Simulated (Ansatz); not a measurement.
## Where CCSD(T) holds and where it slips

Each species is computed at the geometry given (Å), with frozen cores, in Ansatz 0.2.0: RHF-CCSD(T) for singlets, UHF-CCSD(T) otherwise, and full CI in the same basis. The program picks the determinant by a search with trial CCSD, so it needn't be the lowest Hartree–Fock solution. States: HBMg singlet A', MgH2 triplet B2, HBBe singlet A', CH2⁺ doublet Πu, MgNa⁻ singlet Σ⁺. Cases whose determinant has another symmetry than full CI's state, or lies over 0.5 eV above the lowest of its kind, whose (Q) step broke down or whose higher cluster runs on it stay over 0.1 eV above full CI weren't drawn.

Judging by size, spin and bonding and the diagnostics given, rank them by the size of CCSD(T)'s error in total energy against full CI in the same basis, smallest first (an estimate).
A. HBMg, singlet, cc-pVDZ: B 0.000 -0.192 1.590; Mg 0.000 0.043 -0.794; H 0.000 1.031 2.099. T1 0.041, (T) -168 meV in a correlation energy of -3.89 eV
B. HBBe, singlet, cc-pVDZ: B 0.000 -0.198 0.761; Be 0.000 0.084 -1.134; H 0.000 1.371 1.979. T1 0.039, (T) -295 meV in a correlation energy of -4.89 eV
C. CH₂⁺, doublet, cc-pVTZ: C 0.000 0.000 0.000; H 0.000 0.000 -1.094; H 0.000 0.000 1.094. T1 0.009, (T) -60 meV in a correlation energy of -3.23 eV
D. MgH2, triplet, aug-cc-pVTZ: Mg 0.000 0.000 -0.150; H 0.000 0.410 1.805; H 0.000 -0.410 1.805. T1 0.021, (T) -21 meV in a correlation energy of -1.48 eV
E. MgNa⁻, singlet, aug-cc-pVTZ: Na 0.000 0.000 0.000; Mg 0.000 0.000 3.242. T1 0.058, (T) -92 meV in a correlation energy of -1.90 eV

D (5.4 meV), C (11.3 meV), E (30.7 meV), A (46.0 meV), B (62.2 meV).

| species | basis | correlated electrons | CCSD(T) − full CI (meV) | CCSDT(Q) − full CI (meV) | unpaired electrons (full CI) | T1 | ⟨S²⟩ of the determinant |
| --- | --- | --- | --- | --- | --- | --- | --- |
| MgH2, triplet | aug-cc-pVTZ | 4 | 5.4 | -1.2 | 2.01 | 0.021 | 2.00 |
| CH2⁺, doublet | cc-pVTZ | 5 | 11.3 | -1.3 | 1.02 | 0.009 | 0.76 |
| MgNa⁻, singlet | aug-cc-pVTZ | 4 | 30.7 | 1.3 | 0.42 | 0.058 | 0.00 |
| HBMg, singlet | cc-pVDZ | 6 | 46.0 | 0.9 | 0.47 | 0.041 | 0.00 |
| HBBe, singlet | cc-pVDZ | 6 | 62.2 | 0.1 | 0.95 | 0.039 | 0.00 |

Unpaired electrons are Σ n²(2−n)² over natural occupations; an open shell counts its own unpaired electrons too. Frozen cores follow each run's orbitals, which moves totals by a few meV. No single determinant describes HBBe, singlet well, by full CI's occupations. RHF is unstable for HBMg, singlet in cc-pVDZ: UHF reaches ⟨S²⟩ = 0.86. RHF is unstable for HBBe, singlet in cc-pVDZ: UHF reaches ⟨S²⟩ = 1.30. RHF is unstable for MgNa⁻, singlet in aug-cc-pVTZ: UHF reaches ⟨S²⟩ = 0.81.
